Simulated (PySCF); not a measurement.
Gas-phase reaction: 2 AlF3 + 3 C2H4 → 2 Al(CH3)F2 + 2 C2HF + 4 H

Energies from PySCF, thermal terms from the rigid-rotor harmonic-oscillator model, ideal gas at 1 bar. † marks an energy on the PBE0/def2-TZVP geometry and frequencies; other levels use their own. MP2 and CCSD(T) freeze the core. 6-31G* has spherical d functions here. Open shells (unrestricted): H (multiplicity 2); the rest are closed-shell singlets. Al(CH3)F2: computed as isolated molecules; such fragments, hydroxides, amides, oligomers or adducts are transient or little studied in the gas. MP2 isn't extrapolated to the basis-set limit. CCSD(T) isn't extrapolated to the basis-set limit.

```json
[
 {"level": "CCSD(T)/def2-TZVPP†", "ΔH°(298 K), kJ": "1638"},
 {"level": "HF/6-31G*", "ΔH°(298 K), kJ": "…"},
 {"level": "M06-2X/def2-TZVP†", "ΔH°(298 K), kJ": "…"},
 {"level": "MP2/def2-SVP†", "ΔH°(298 K), kJ": "1523"},
 {"level": "PBE0/def2-TZVP", "ΔH°(298 K), kJ": "1581"},
 {"level": "r2SCAN/def2-TZVP†", "ΔH°(298 K), kJ": "1611"},
 {"level": "ωB97M-V/def2-TZVP†", "ΔH°(298 K), kJ": "…"}
]
```

Q: Some entries are withheld; supply them.

A: 
- HF/6-31G*, ΔH°(298 K), kJ: 1451
- M06-2X/def2-TZVP†, ΔH°(298 K), kJ: 1586
- ωB97M-V/def2-TZVP†, ΔH°(298 K), kJ: 1611
